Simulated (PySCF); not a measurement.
Molecule: SMILES NC=O, CH3NO.

Bonds (- single, = double, # triple, : aromatic): N1-C2 1.354 Å, C2=O3 1.206 Å. N1 carries H4, H5; C2 carries H6. H4 is cis to the C=O or C=S heteroatom; H5 is trans to the C=O or C=S heteroatom.

Geometry PBE0-D3(BJ)/def2-SVP throughout; GIAO in PySCF 2.14.0 with density-fitted response routines, gas phase, one conformer, non-relativistic; equivalent atoms averaged; functional PBE0.

For orientation, IGLO-III gives these shifts δ (against NH3, TMS, H2O at the same level): N1 115.0, C2 162.9, O3 416.5, H6 8.30, H5 4.55, H4 4.52 ppm.

A run gave: N1 112.3, C2 158.8, O3 404.2, H6 8.30, H5 4.33, H4 4.40 ppm (shifts δ (against NH3, TMS, H2O at the same level)).

Which basis set was used in that run?
A. pcSseg-3
B. def2-SVP
C. 6-311+G(2d,p)
D. 6-31G*

## Answers

C. C2 tells them apart best: 6-311+G(2d,p) gives 158.8, 6-31G* gives 145.3, pcSseg-3 gives 164.8, def2-SVP gives 148.6 ppm.
